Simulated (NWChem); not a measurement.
**doublet C2H8Si+ at 4 levels**

Wanted: a comparison of 4 runs (U-wB97X/def2-SVP, UB2PLYP/def2-SVP, UCAM-B3LYP/def2-SVP, UM06-2X/def2-SVP) of doublet C2H8Si+. 

The calculation is run with NWChem 7.3.0.

## 1. The system as given

C2H8Si+: 11 atoms, total charge +1, spin state doublet. SMILES of the parent species: `C[SiH2]C`. Geometry: relaxed at PBE0-D4/def2-TZVP. That shape belongs to the parent species and isn't relaxed for this state.

Bond lengths: C1–Si2 1.872 Å, Si2–C3 1.872 Å, C1–H4 1.092 Å, C1–H5 1.093 Å, C1–H6 1.093 Å, Si2–H7 1.491 Å, Si2–H8 1.491 Å, C3–H9 1.093 Å, C3–H10 1.092 Å, C3–H11 1.093 Å. Some angles: C1–Si2–C3 111.5°, C1–Si2–H7 109.5°, C1–Si2–H8 109.5°, C3–Si2–H7 109.5°, C3–Si2–H8 109.5°, Si2–C1–H4 111.0°, Si2–C1–H5 110.9°, Si2–C1–H6 110.9°, Si2–C3–H9 110.9°, Si2–C3–H10 111.0°.

## 2. A single-point energy at U-wB97X/def2-SVP (run 1)

Input file c2h8si.nw:

```
start c2h8si
title "C2H8Si wB97X"
memory stack 880 mb heap 220 mb global 1100 mb
charge 1

geometry units au noautosym nocenter noautoz
   C     -1.98459038     1.82774311    -1.24948691
   Si    -0.58430332    -1.23436910    -0.16554001
   C      2.54470520    -0.74133956     1.40916877
   H     -3.80930992     1.52482001    -2.16581511
   H     -0.74020572     2.76769288    -2.60366465
   H     -2.27693101     3.10841050     0.34411913
   H     -0.26437268    -2.95590960    -2.37368499
   H     -2.35289800    -2.49311568     1.63140056
   H      3.88943431     0.14210740     0.11413946
   H      3.34972853    -2.53601246     2.03599093
   H      2.35233108     0.48225811     3.06192324
end

basis spherical bse
   * library def2-SVP
end

dft
   xc wb97x
   mult 2
   grid xfine
   convergence energy 1e-08
   iterations 100
   mulliken
   noprint "final vectors analysis"
end

task dft
```

Started as:

```console
nwchem c2h8si.nw > c2h8si.out
```

What it wrote:

```text
[...]
          Wavefunction type:  spin polarized.
          No. of atoms     :    11
          No. of electrons :    33
[...]
          Charge           :     1
          Spin multiplicity:     2
[...]
          AO basis - number of functions:    86
[...]
              XC Information
              --------------
                       wb97x  Method XC Functional
                     Hartree-Fock (Exact) Exchange  1.000
                         wb97x Exchange Functional  1.000
                      wb97x Correlation Functional  1.000
[...]
 d= 0,ls=0.0,diis     1   -369.8181145923 -4.84D+02  5.86D-03  2.59D-01    17.1
[...]
 d= 0,ls=0.0,diis    12   -369.9283393918 -6.06D-09  2.27D-07  7.02D-11   201.8
[...]
         Total DFT energy =     -369.928339391790
      One electron energy =     -726.916481285205
           Coulomb energy =      277.197816148833
    Exchange-Corr. energy =      -34.368178533182
 Nuclear repulsion energy =      114.158504277764
[...]
      Total Density - Mulliken Population Analysis
     ---------------------------------------------
    Atom       Charge   Shell Charges
 -----------   ------   -------------------------------------------------------
    1 C    6     6.33   1.99  0.87  0.27  2.13  1.06  0.01
    2 Si  14    13.55   2.00  1.98  1.10  0.17  5.93  1.31  0.84  0.23
    3 C    6     6.33   1.99  0.87  0.27  2.13  1.06  0.01
    4 H    1     0.87   0.72  0.13  0.03
    5 H    1     0.85   0.70  0.12  0.03
    6 H    1     0.85   0.70  0.12  0.03
    7 H    1     0.81   0.65  0.16  0.01
    8 H    1     0.81   0.65  0.16  0.01
    9 H    1     0.85   0.70  0.12  0.03
   10 H    1     0.87   0.72  0.13  0.03
[...]
      <S2> =      0.7618 (Exact =     0.7500)
[...]
```

Wall time 3.4 min (1 thread of Intel Xeon Platinum 8259CL at 2.50GHz (Skylake/Cascade Lake), shared host); peak memory 0.14 GiB.

## 3. A single-point energy at UB2PLYP/def2-SVP (run 2)

Input file c2h8si.nw:

```
start c2h8si
memory total 2200 mb
charge 1

geometry units angstroms noautosym nocenter noautoz
  C       -1.050200       0.967200      -0.661200
  Si      -0.309200      -0.653200      -0.087600
  C        1.346600      -0.392300       0.745700
  H       -2.015800       0.806900      -1.146100
  H       -0.391700       1.464600      -1.377800
  H       -1.204900       1.644900       0.182100
  H       -0.139900      -1.564200      -1.256100
  H       -1.245100      -1.319300       0.863300
  H        2.058200       0.075200       0.060400
  H        1.772600      -1.342000       1.077400
  H        1.244800       0.255200       1.620300
end

basis spherical bse
  C library def2-SVP
  Si library def2-SVP
  H library def2-SVP
end

dft
  xc hfexch 0.53 becke88 0.47 lyp 0.73 mp2 0.27
  dftmp2 semidirect
  mult 2
  grid xfine
  convergence energy 1e-08
  iterations 100
  mulliken
  noprint "final vectors analysis"
end

mp2
  freeze core 7
end

task dft energy
```

Started as:

```console
nwchem c2h8si.nw > c2h8si.out
```

What it wrote:

```text
[...]
          Wavefunction type:  spin polarized.
          No. of atoms     :    11
          No. of electrons :    33
[...]
          Charge           :     1
          Spin multiplicity:     2
[...]
          AO basis - number of functions:    86
[...]
              XC Information
              --------------
                     Hartree-Fock (Exact) Exchange  0.530
                    Becke 1988 Exchange Functional  0.470
              Lee-Yang-Parr Correlation Functional  0.730
[...]
 d= 0,ls=0.0,diis     1   -369.4790413527 -4.84D+02  6.45D-03  2.50D-01    10.0
[...]
 d= 0,ls=0.0,diis    12   -369.5953774221 -2.43D-09  1.32D-07  4.76D-11   114.9
[...]
         Total DFT energy =     -369.595377422097
      One electron energy =     -726.798051649190
           Coulomb energy =      277.107239326581
    Exchange-Corr. energy =      -34.063077589086
 Nuclear repulsion energy =      114.158512489598
[...]
      Total Density - Mulliken Population Analysis
     ---------------------------------------------
    Atom       Charge   Shell Charges
 -----------   ------   -------------------------------------------------------
    1 C    6     6.32   1.99  0.88  0.28  2.11  1.05  0.02
    2 Si  14    13.45   2.00  1.99  1.10  0.14  5.93  1.26  0.80  0.24
    3 C    6     6.32   1.99  0.88  0.28  2.11  1.05  0.02
    4 H    1     0.88   0.72  0.13  0.03
    5 H    1     0.87   0.71  0.13  0.03
    6 H    1     0.87   0.71  0.13  0.03
    7 H    1     0.83   0.65  0.17  0.01
    8 H    1     0.83   0.65  0.17  0.01
    9 H    1     0.87   0.71  0.13  0.03
   10 H    1     0.88   0.72  0.13  0.03
[...]
      <S2> =      0.7722 (Exact =     0.7500)
[...]
  Basis functions       =     86
[...]
```

Wall time 2 min (1 thread of Intel Xeon Platinum 8259CL at 2.50GHz (Skylake/Cascade Lake), shared host); peak memory 0.22 GiB.

Run 3 isn't shown in full; the table further down has it.

## 4. A single-point energy at UM06-2X/def2-SVP (run 4)

Input file run.nw:

```
start run
title "C2H8Si"
memory stack 880 mb heap 220 mb global 1100 mb
charge 1

geometry noautosym nocenter noautoz
 C       -1.050200       0.967200      -0.661200
 Si      -0.309200      -0.653200      -0.087600
 C        1.346600      -0.392300       0.745700
 H       -2.015800       0.806900      -1.146100
 H       -0.391700       1.464600      -1.377800
 H       -1.204900       1.644900       0.182100
 H       -0.139900      -1.564200      -1.256100
 H       -1.245100      -1.319300       0.863300
 H        2.058200       0.075200       0.060400
 H        1.772600      -1.342000       1.077400
 H        1.244800       0.255200       1.620300
end

basis "ao basis" spherical bse
 C library def2-SVP
 Si library def2-SVP
 H library def2-SVP
end

dft
 xc m06-2x
 mult 2
 grid xfine
 convergence energy 1e-08
 iterations 100
 mulliken
end

task dft
```

Started as:

```console
nwchem run.nw > run.out
```

What it wrote:

```text
[...]
          Wavefunction type:  spin polarized.
          No. of atoms     :    11
          No. of electrons :    33
[...]
          Charge           :     1
          Spin multiplicity:     2
[...]
          AO basis - number of functions:    86
[...]
              XC Information
              --------------
                       M06-2X Method XC Functional
                     Hartree-Fock (Exact) Exchange  0.540
                        M06-2X Exchange Functional  1.000
                      M06-2X Correlation Potential  1.000
[...]
 d= 0,ls=0.0,diis     1   -369.7760856890 -4.84D+02  6.51D-03  2.35D-01    15.5
[...]
 d= 0,ls=0.0,diis    15   -369.8816857888  1.19D-09  7.25D-08  2.37D-11   238.9
[...]
         Total DFT energy =     -369.881685788798
      One electron energy =     -726.927488212470
           Coulomb energy =      277.216827686707
    Exchange-Corr. energy =      -34.329537752632
 Nuclear repulsion energy =      114.158512489598
[...]
      Total Density - Mulliken Population Analysis
     ---------------------------------------------
    Atom       Charge   Shell Charges
 -----------   ------   -------------------------------------------------------
    1 C    6     6.38   1.99  0.87  0.30  2.13  1.07  0.01
    2 Si  14    13.53   2.00  1.98  1.09  0.18  5.93  1.28  0.85  0.22
    3 C    6     6.38   1.99  0.87  0.30  2.13  1.07  0.01
    4 H    1     0.86   0.72  0.12  0.02
    5 H    1     0.84   0.70  0.11  0.03
    6 H    1     0.84   0.70  0.11  0.03
    7 H    1     0.82   0.65  0.16  0.01
    8 H    1     0.82   0.65  0.16  0.01
    9 H    1     0.84   0.70  0.11  0.03
   10 H    1     0.86   0.72  0.12  0.02
[...]
      <S2> =      0.7610 (Exact =     0.7500)
[...]
```

Wall time 4 min (1 thread of Intel Xeon Platinum 8259CL at 2.50GHz (Skylake/Cascade Lake), shared host); peak memory 0.14 GiB.

## 5. Overview of the runs

```csv
run,level,frozen core orbitals,energy (Eh),⟨S²⟩,wall time
1,U-wB97X/def2-SVP,–,-369.928339,0.762,3.4 min
2,UB2PLYP/def2-SVP,7,-369.724392,0.772,2 min
3,UCAM-B3LYP/def2-SVP,–,-369.907158,0.764,2.7 min
4,UM06-2X/def2-SVP,–,-369.881686,0.761,4 min
```

## 6. Outcome

| quantity | value |
| --- | --- |
| run 4: total energy | -369.88169 Eh |
| run 4: HOMO energy (highest over α and β) | -15.78 eV |
| run 4: LUMO energy (lowest over α and β) | -12.88 eV |
| run 4: ⟨S²⟩ | 0.761 |

In words: Totals of different functionals can't be ranked against each other. All runs together took 12 min, the longest 4 min.
